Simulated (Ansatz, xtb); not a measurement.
System: C₂H₂F, charge -1, multiplicity 1. It need not be the lowest isomer of its formula. Whether it binds its extra electron was not tested at this geometry. SMILES: C=[C-]F
Structure (B3LYP-D3(BJ)/def2-TZVP (Ansatz, an electronic-structure program) minimum search):
```xyz
5

C     -0.0108     0.6444    -0.0002
C      1.1415    -0.0570     0.0011
F     -1.1182    -0.3178    -0.0010
H      1.1968    -1.1515     0.0015
H      2.0829     0.4870     0.0019
```
Charge -1, spin multiplicity 1.

Harmonic wavenumbers from GFN2-xTB (xtb, at its own minimum), cm⁻¹: 426, 655, 713, 826, 1002, 1397, 1566, 2712, 2909.

**Question.** Give the harmonic wavenumbers at B3LYP-D3(BJ)/def2-TZVP (Ansatz, finite differences of forces, unscaled).

**Answer.** 494, 715, 717, 752, 1031, 1324, 1548, 2996, 3125 cm⁻¹. Zero-point energy 18.2 kcal/mol.

**Question.** From these and the geometry, give the ideal-gas thermochemistry at 298.15 K and 1 atm (rigid rotor, harmonic oscillator).

**Answer.** Point group Cs, rotational symmetry number 1. Rotational constants 65.74, 11.07, 9.478 GHz. S(trans) 37.34, S(rot) 21.37, S(vib) 1.62, S(elec, spin only) 0.00, S 60.3 cal/(mol K). H(298) - H(0) 2.74 kcal/mol; G - E(el) 2.9 kcal/mol.
